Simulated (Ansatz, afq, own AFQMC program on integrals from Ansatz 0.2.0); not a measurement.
**AlSiH4, doublet: AFQMC among the cluster methods**

```yaml
atoms:
  - { symbol: Si, position_ang: [0.0000, 0.0435, 1.0229] }
  - { symbol: Al, position_ang: [0.0000, -0.0894, -1.1601] }
  - { symbol: H, position_ang: [0.0000, 1.2631, 1.5217] }
  - { symbol: H, position_ang: [1.0586, -0.5818, 1.4959] }
  - { symbol: H, position_ang: [-1.0586, -0.5818, 1.4959] }
  - { symbol: H, position_ang: [0.0000, 1.0795, -1.9609] }
```

Connectivity, by distances: SiH3–AlH.

Basis 6-31G. Only valence electrons are correlated. AFQMC by an in-house program on the Cholesky factors that Ansatz 0.2.0 writes for its CCSD(T) run. ph-AFQMC/CISD is guided by a CISD state made of CCSD amplitudes; releasing the constraint for a short imaginary time cuts its bias at the price of noise, slowly where states lie close. Error bars are statistical, one sigma.

Determinant: UHF, the one that the program's search chose, which needn't be the lowest solution. The geometry is a point of a scan.

No full CI on the walks' own integrals is used here. The released AFQMC energy serves as the reference, which it does only where one determinant dominates, the energy is flat over the last release times and near the phaseless one (40 meV or 2 meV an electron, half that with transition metals). On small molecules, where full CI could be run and the noise was under 10 meV, such values lay within 10 meV of it in 19 cases of 20, a flattering rate, since the rule was set on those same cases; what remains of the bias isn't in the error bar.

Cautions: the released value is read at 2.40 1/Eh (meV from the phaseless value at times in 1/Eh: -1 ± 3 at 0.24, -1 ± 3 at 0.51, -3 ± 3 at 0.99, -1.5 ± 2.2 at 1.62, -5 ± 3 at 2.40).

* T1 diagnostic: 0.0112
* weight of the determinant in the CISD state: 0.928
* ⟨S²⟩ of the determinant: 0.752
* size of the correlated space: 11 electrons in 24 orbitals

Reference: AFQMC with the constraint released, correlation energy -2.838 ± 0.003 eV.

| level | E − E(reference) (meV) | share of correlation (%) |
| --- | --- | --- |
| HF | 2837.5 ± 2.8 | 0.00 |
| MP2 | 781.3 ± 2.8 | 72.47 |
| CCSD | 56.5 ± 2.8 | 98.01 |
| CCSD(T) | 17.4 ± 2.8 | 99.39 |
| ph-AFQMC/CISD | 5.0 ± 4.4 | 99.82 |

A walk keeps the symmetry of its determinant, which the program's search chose and which needn't be the lowest solution, so a lower state of the same spin and another symmetry isn't excluded. Released energies are given only where the last usable release times agree within the noise; a slower fall can still hide under it.
